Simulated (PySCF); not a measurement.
**SiO: frontier orbitals**

B2PLYP at R = 1.510 Å; Si def2-TZVPP, O def2-TZVPP; no relativity (PySCF 2.14). State: ¹Σ⁺ (singlet), closed shell. Only the outer orbitals are listed, counted within each symmetry.

| orbital | occ. | ε (eV) | on Si (%) | main shells (%) |
| --- | --- | --- | --- | --- |
| 5σ | 2 | -29.22 | 17 | 80 O s, 8 Si s |
| 6σ | 2 | -13.83 | 46 | 45 O p, 44 Si s, 9 O s |
| 2π | 2 | -10.65 | 22 | 77 O p, 18 Si p |
| 2π | 2 | -10.65 | 22 | 77 O p, 18 Si p |
| 7σ | 2 | -9.97 | 68 | 42 Si s, 32 O p, 25 Si p |
| 3π | 0 | -0.77 | 90 | 84 Si p, 10 O p |
| 3π | 0 | -0.77 | 90 | 84 Si p, 10 O p |

Q: Which are the highest filled and the lowest empty level, where do they sit, and how wide is the gap?

A: Highest filled 7σ at -9.97 eV (in %: 42 Si s, 32 O p, 25 Si p); lowest empty 3π at -0.77 eV (in %: 84 Si p, 10 O p); the gap at B2PLYP is 9.20 eV.

```json
{"bond order (Mayer)": "2.14", "⟨S²⟩": "0.000", "charge on Si (Mulliken, basis-dependent)": "0.49", "charge on Si (Löwdin, basis-dependent)": "0.25", "dipole moment (positive dipole means Si(−)O(+))": "-3.38 D"}
```

Correlated steps freeze 6 core orbitals. B2PLYP dipoles, levels and charges come from its SCF part alone.
